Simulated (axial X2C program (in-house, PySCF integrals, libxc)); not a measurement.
# A two-component session on CH⁻: properties at the nuclei

Wanted for CH⁻: properties at the nuclei, at the two-component level.

The runs use an in-house X2C program for linear molecules on PySCF integrals; two-component X2C with atomic mean-field terms, C dyall-av3z, H dyall-av3z.

All values are calculated.

## (1) Input

The input, task.json:

```json
{"zs": [6, 1], "q": -1, "bas": ["dyall-av3z", "dyall-av3z"], "r0": 1.07, "levels": ["PBE0", "HF", "BP86", "PBE50", "B3LYP"], "nst": 3}
```

Keys: zs atomic numbers; q charge; bas basis sets; r0 starting distance in Å; levels methods (HF also brings MP2); nst determinants followed.

Command:

```console
> python soeom.py task.json out
```

Further steps of the session: Expectation values, lowest determinant; Expectation values, a higher determinant; Expectation values, a higher determinant.

**Question.** What will these runs give? Wanted: lowest determinant; Eeff magnitude; Ws magnitude C; A∥/gI C; qzz C; higher determinant; qzz H (for each run or level that gives them).

**Answer**, as computed:

| quantity | value |
| --- | --- |
| lowest determinant | Ω = 1 (excess of +ω over −ω: ω = -1/2, ω = 3/2) |
| Eeff magnitude (GV/cm), PBE0 | 0.000353 |
| Ws magnitude C (kHz), PBE0 | 0.000144 |
| A∥/gI C (MHz), PBE0 | -25.1 |
| qzz C (a.u.), PBE0 | -0.36 |
| higher determinant | Ω = 0 (closed shell) |
| qzz C (a.u.), PBE0, higher determinant | -0.51 |
| qzz H (a.u.), PBE0, higher determinant | 0.25 |
| higher determinant | Ω = 2 (excess of +ω over −ω: ω = 1/2, ω = 3/2) |
| Eeff magnitude (GV/cm), PBE0, higher determinant | 1.83e-05 |
| Ws magnitude C (kHz), PBE0, higher determinant | 4.29e-06 |
| A∥/gI C (MHz), PBE0, higher determinant | 107 |
| qzz C (a.u.), PBE0, higher determinant | -0.51 |

**Reading.** In the first state, the effective field runs from 1.16e-05 to 0.000385 GV/cm over the mean-field levels, so the levels don't agree on it. The expectation values come from single determinants, which for open shells can mix terms of unlike spin or miss the lowest Ω, so a determinant need not be a state. Eeff is the effective electric field on the electron dipole moment in this Ω state and Ws the scalar–pseudoscalar constant (defined with the proton number Z and per Ω); A∥ is the parallel hyperfine constant, which follows by multiplying with the nuclear g factor gI = μI/(I μN); qzz is the electric field gradient, eQq0 = 234.96 MHz × Q/barn × qzz. The operators were transformed with the bare-nucleus X2C matrices.
